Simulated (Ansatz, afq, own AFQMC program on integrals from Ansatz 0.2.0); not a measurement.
Integrals from Ansatz 0.2.0, then the random walk in our own AFQMC program (afq).

```yaml
crystal:
  periodic: [false, false, false]
  atoms:
    - {symbol: Al, position_ang: [0.000000, 0.000000, 0.000000]}
    - {symbol: H, position_ang: [3.782076, 0.035897, -0.000198]}
    - {symbol: H, position_ang: [-1.922126, 3.257419, -0.006654]}
    - {symbol: H, position_ang: [-1.859950, -3.293315, 0.006852]}
basis:
  gaussian: {orbitals: cc-pVDZ}
magnetization: {spin_polarized: true, initial_magnetization: 0}
correlation: {method: ccsd_t, electrons: outside_noble_gas, hamiltonian_folder: ham}
```

```sh
$ ansatz run in.yaml --threads 1 --pin off --events-out ev --progress --plain --max-ram 16896MiB --backend cuda --devices 0, --max-vram 18GiB
```

afq runs on the folder ham with

```
--method phaseless --trial cisd --walkers 4000 --populations 20 --least-time 60 --time-step 0.005 --steps-per-block 50 --equilibration-blocks 40 --max-blocks 4000 --target-error 0.00029 --factor-cut 1e-05 --start spin_pure --seed 6938 --release-times 0.24,0.51,0.99,1.62,2.4 --release-step 0.03 --release-every 3 --taylor-order 6
```

Times are imaginary, in 1/Eh. The walk had a cap of 122 s. With eight or more populations the least sampling time is a fifth of least-time, and the error comes from their spread.

```
orbitals 28  electrons 3 3  factors 150 of 314
reference energy -243.37358339 Eh
CCSD correlation -0.05011857 Eh in 35 cycles, weight of the determinant in the CISD state 0.8843
energy of the start -243.418507 Eh
 block  time / (1/Eh)  mean weight  energy / Eh
     1     0.250  1.0000  -243.419997
     2     0.500  1.0001  -243.421253
     3     0.750  0.9999  -243.422255
     4     1.000  1.0000  -243.423120
     5     1.250  1.0001  -243.423866
     7     1.750  1.0000  -243.424958
     9     2.250  0.9999  -243.425682
    11     2.750  1.0000  -243.426282
    15     3.750  0.9999  -243.427024
    19     4.750  1.0000  -243.427398
    23     5.750  1.0002  -243.427587
    27     6.750  1.0001  -243.427751
    29     7.250  0.9997  -243.427821
    31     7.750  0.9998  -243.427680
    35     8.750  0.9999  -243.427773
    39     9.750  0.9999  -243.427441
    43    10.750  0.9999  -243.427352
    47    11.750  1.0000  -243.427364
    51    12.750  0.9999  -243.426935
    55    13.750  1.0000  -243.427194
    59    14.750  0.9998  -243.426897
    63    15.750  0.9998  -243.426720
    67    16.750  0.9995  -243.427219
    71    17.750  1.0001  -243.427743
    75    18.750  1.0000  -243.427624
    79    19.750  0.9999  -243.427614
    83    20.750  0.9999  -243.427589
    87    21.750  1.0002  -243.427813
    89    22.250  1.0000  -243.427785
error from the spread of 20 populations
released: time / (1/Eh)  energy / Eh  error  mean overlap
  0.24  -243.427464  0.000075  1.0017
  0.51  -243.427624  0.000074  0.9992
  0.99  -243.427723  0.000131  0.9973
  1.62  -243.428175  0.000231  0.9962
  2.40  -243.427042  0.000796  0.9949
energy -243.427363 +/- 0.000082 Eh
(rows thinned)
```

(1) Estimate how long the walk took on 1 × NVIDIA H100 80GB HBM3 with 2 threads of AMD EPYC 7R13 Processor (Zen 3), with other jobs on the host (the card was shared).

The run failed at least one of its tests; the cautions name the faults. The second half of the sampling lies below the first by 3.3 errors of their difference, so the energy may still be moving and its error bar be too small.

Against this walk (error 2.2 meV) on the same determinant: CCSD(T) 65.2 meV higher, CCSDT(Q) 45.3 meV lower, CCSDTQ 66.3 meV lower, full CI 79.9 meV lower. The error is statistical and leaves out the bias of the constraint. The determinant has ⟨S²⟩ = 1.95, so the low cluster orders mix in higher spin (the high orders can go on to a lower state of that spin), while the walk starts as a pure singlet. The released energies are still falling (meV from the phaseless value at times in 1/Eh: -2.8 ± 2.0 at 0.24, -7.1 ± 2.0 at 0.51, -10 ± 4 at 0.99, -22 ± 6 at 1.62, 9 ± 22 at 2.40), so they give no level; they do show a bias of the constraint, and the last of them that isn't too noisy lies 58 meV above full CI. Full CI is exact here, so the walk's 80 meV above it is the walk's own error: the bias of the constraint with this trial, or a walk that hasn't relaxed. The determinant is a poor start (see the cautions), so the low cluster orders aren't to be relied on, and full CI is the sure value.

Cautions: constraint bias not in the error; halves of the run differ; strong correlation (T1 0.032, weight of the determinant 0.88, largest double 0.12); unrestricted determinant spin contaminated (⟨S²⟩ 1.95 against 0.00); the CCSDTQ amplitudes may be one of several solutions (largest double 0.59); the next higher spin lies close (full CI puts it 63 meV above); walk and cluster series may follow different spin states.

Results:

(1) 23 s of wall time.

CCSDT and higher add their correlation energy to the determinant of the CCSD(T) run, since their own runs factorise the integrals more tightly (a shift of under 2 meV).
